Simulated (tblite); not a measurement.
C3H4 (triplet state).
Numbering: `[CH:1][CH:2]=[CH2:3]` (hydrogens: H4 on C1; H5 on C2; H6, H7 on C3)

The geometry is computed with GFN2-xTB (gas phase). This method treats the open shell by occupation alone, without spin polarisation.

Q: What internal coordinates does the optimisation give?

A: 
| bond | length (Å) | order |
| --- | --- | --- |
| C1–C2 | 1.341 | single |
| C2=C3 | 1.385 | double |
| C1–H4 | 1.066 | single |
| C2–H5 | 1.087 | single |
| C3–H6 | 1.074 | single |
| C3–H7 | 1.075 | single |

Orders are formal, as drawn. A selection of angles:
| angle | degrees |
| --- | --- |
| C2–C1–H4 | 137.0 |
| C1–C2–C3 | 126.1 |
| C1–C2–H5 | 117.3 |
| C3–C2–H5 | 116.6 |
| C2–C3–H6 | 120.9 |
| C2–C3–H7 | 120.9 |
| H6–C3–H7 | 118.2 |

The C–C distances run from 1.341 Å (C1–C2, drawn single in a drawing that doesn't fit all lengths) to 1.385 Å (C2=C3, drawn double in a drawing that doesn't fit all lengths), a spread of 0.044 Å. C1 (carbon bonded to C and H) is bent (angle 137.0°). C2 (carbon bonded to 2 C and H) is planar (angles 126.1°, 117.3° and 116.6°, sum 360.0°, 0.00 Å off the plane of its three neighbours). C3 (carbon bonded to C and 2 H) is planar (angles 120.9°, 120.9° and 118.2°, sum 360.0°, 0.00 Å off the plane of its three neighbours).

Point group: Cs (tolerance 0.08 Å). Its GFN2-xTB frequencies are all real (lowest 370 cm⁻¹). This triplet need not be the ground state; the singlet was not compared here. Torsions: H–C1–C2–C3 0°.
